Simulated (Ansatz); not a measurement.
System: CHO, charge 1, multiplicity 1. SMILES of the parent species: [CH]=O
Coordinates optimised at B3LYP-D3(BJ)/def2-TZVP (Ansatz, an electronic-structure program):
```
C
O 1 1.1014
H 1 1.0964 2 180.00
```
Charge +1, spin multiplicity 1.

Parts of the frozen-core correlation energy in STO-3G (Ansatz, hartree). Frozen orbitals: 2; correlated occupied orbitals by spin: 5 and 5; virtual: 4 and 4. No spin-orbit coupling. Non-relativistic.

```tsv
term	value
reference (HF)	-111.50016
MP2 opposite-spin	?
MP2 same-spin	-0.03610
CCSD correlation	?
(T)	?
FCI minus CCSD(T)	-0.00127
T1 diagnostic	0.018
largest doubles amplitude	0.131
```

What belongs in the gaps?


- MP2 opposite-spin, value: -0.11304
- CCSD correlation, value: -0.15517
- (T), value: -0.00435
